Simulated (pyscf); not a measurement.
One four-centre exchange on the singlet surface with elements of a group swapped. ωB97M-D3(BJ)/def2-TZVP, kcal/mol, from the separated reactants. Single points on ωB97X-D3(BJ)/def2-SVP structures (PySCF, gas phase).

| step | barrier | reaction energy | imaginary mode (i cm⁻¹) |
|---|---|---|---|
| `[NH3]` + `[AlH3]` → `[NH2][AlH2]` + `[H][H]` | (withheld) | (withheld) | 1312 |
| `[NH3]` + `[InH3]` -> `[NH2][InH2]` + `[H][H]` | 20.1 | +0.9 | 1302 |
| `[NH3]` + `[GaH3]` -> `[NH2][GaH2]` + `[H][H]` | 15.6 | -7.5 | 1367 |

**Question.** Complete the blanks.

**Answer.** 
- `[NH3]` + `[AlH3]` → `[NH2][AlH2]` + `[H][H]`, barrier: 1.2
- `[NH3]` + `[AlH3]` → `[NH2][AlH2]` + `[H][H]`, reaction energy: -19.5

Row 1: On the reactant side the descent ends in an adduct with a Al–N contact (not fully relaxed), 31.9 kcal/mol under the separated species and 31.8 kcal/mol under the saddle at ωB97X-D3(BJ)/def2-TZVP. Row 2: On the reactant side the descent ends in an adduct with a In–N contact, 21.7 kcal/mol under the separated species and 39.2 kcal/mol under the saddle at ωB97X-D3(BJ)/def2-TZVP. Row 3: On the reactant side the descent ends in an adduct with a Ga–N contact, 24.9 kcal/mol under the separated species and 38.7 kcal/mol under the saddle at ωB97X-D3(BJ)/def2-TZVP. Each row is the saddle that its search found. Elements up to Kr have no core potential and no relativistic terms here. Elements past Kr carry the def2 core potentials, without spin-orbit coupling.
